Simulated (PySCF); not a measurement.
CH₃, SMILES [CH3] (connectivity only; charge and spin as stated), charge +1, multiplicity 1. The structure is a stationary point at B3LYP-D3(BJ)/def2-TZVPD. The multiplicity is an assumed one; other spin states were not compared. The isomer is the one that the SMILES or the coordinates give; other isomers of the formula were not compared.

TDDFT-PBE/def2-TZVPD (PySCF) puts the lowest singlet excitations at 5.81, 5.81, 14.11, 14.19, 14.19, 15.54 eV and the lowest triplet (TDA) at 4.57 eV.

### Question
What are the lowest singlet roots from EOM-CCSD/aug-cc-pVDZ (PySCF 2.14.0)? (Estimate from the structure and the level; the computed values follow.)

### Answer
6.15, 6.15, 15.30, 15.30, 15.63, 15.63 eV; triplets 5.13, 5.13, 11.94 eV. S1 differs by 0.34 eV (second minus first; roots are paired by order, and the bases may differ).
